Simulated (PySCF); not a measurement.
Species: CH2ClF.
Cartesian coordinates in Å at the PBE0-D3(BJ)/def2-SVP level; atoms count from 1:
```
atom  x, y, z in Å
F1     0.9723   -0.9463    0.0796
C2     0.1061    0.0791   -0.0105
Cl3   -1.5702   -0.4918    0.0854
H4     0.2654    0.7753    0.8257
H5     0.2268    0.5839   -0.9801
```

Level: CAM-B3LYP/def2-SVPD in PySCF, non-relativistic, on one gas-phase PBE0-D3(BJ)/def2-SVP geometry that isn't relaxed in the solvent. The solvent is an IEF-PCM continuum (Bondi radii, 1.10 Å for H, scaled by 1.2), and excitations are vertical TDDFT with non-equilibrium linear response and a frozen core. Only the electrostatic response of the medium enters.

Gas-phase singlets (H = HOMO, L = LUMO):

| state | E (eV) | λ (nm) | f | leading configuration |
| --- | --- | --- | --- | --- |
| S1 | 7.497 | 165 | 0.002 | H→L 69% |
| S2 | 7.989 | 155 | 0.002 | H-1→L 69% |
| S3 | 8.468 | 146 | 0.013 | H→L+1 73% |
| S4 | 9.041 | 137 | 0.073 | H-1→L+1 75% |
| S5 | 9.238 | 134 | 0.005 | H→L+3 79% |

**Question.** Give the list for chloroform (ε = 4.711), n² = 2.09.

**Answer.** 
```
state  E (eV)  λ (nm)      f  leading configuration  change by rank (eV)
   S1   7.548     164  0.002                H→L 78%               +0.051
   S2   8.095     153  0.003              H-1→L 79%               +0.106
   S3   8.505     146  0.027              H→L+1 84%               +0.037
   S4   9.114     136  0.113            H-1→L+1 84%               +0.073
   S5   9.301     133  0.010              H→L+2 72%               +0.063
```

**Question.** The ground-state energy changes by -0.109 eV from gas to chloroform. By how much does the total energy of gas-phase S1 change?

**Answer.** E(S1) = E(S0) + excitation energy, so it changes by -0.109 + 0.051 = -0.058 eV: it is lowered less than the ground state, which is what a blue shift means. This is the vertical state, with the slow part of the continuum still set for S0.

**Question.** How do the frontier levels move from gas to chloroform?

**Answer.** 
| orbital | gas (eV) | solvent (eV) | change (eV) | Löwdin shares, gas | Löwdin shares, solvent |
| --- | --- | --- | --- | --- | --- |
| LUMO+2 | 2.31 | 2.38 | +0.07 | Cl3 58 %, H4 13 %, H5 13 %, F1 9 % | Cl3 55 %, F1 24 %, H4 9 %, H5 9 % |
| LUMO+1 | 1.61 | 1.67 | +0.06 | Cl3 56 %, C2 29 %, F1 6 %, H5 5 % | Cl3 50 %, C2 31 %, F1 9 %, H4 5 % |
| LUMO | 1.09 | 1.31 | +0.22 | Cl3 44 %, C2 27 %, H4 12 %, H5 12 % | Cl3 55 %, C2 23 %, H4 8 %, H5 8 % |
| HOMO | -10.36 | -10.29 | +0.07 | Cl3 74 %, C2 14 %, H5 4 %, H4 4 % | Cl3 72 %, C2 14 %, H5 5 %, H4 5 % |
| HOMO-1 | -10.85 | -10.84 | +0.01 | Cl3 86 %, C2 8 %, F1 5 % | Cl3 86 %, C2 8 %, F1 5 % |
| HOMO-2 | -12.43 | -12.34 | +0.09 | F1 42 %, Cl3 35 %, C2 17 % | F1 40 %, Cl3 35 %, C2 17 % |
| HOMO-3 | -12.76 | -12.64 | +0.12 | F1 54 %, C2 18 %, Cl3 13 %, H4 7 % | F1 51 %, C2 19 %, Cl3 16 %, H5 7 % |

The HOMO–LUMO gap goes from 11.46 to 11.61 eV.

On Arm Neoverse V2, one thread, shared host, this took 2.5 s of wall time and 0.38 GiB of memory at its peak. This is the whole response run at CAM-B3LYP/def2-SVPD in chloroform, SCF included.
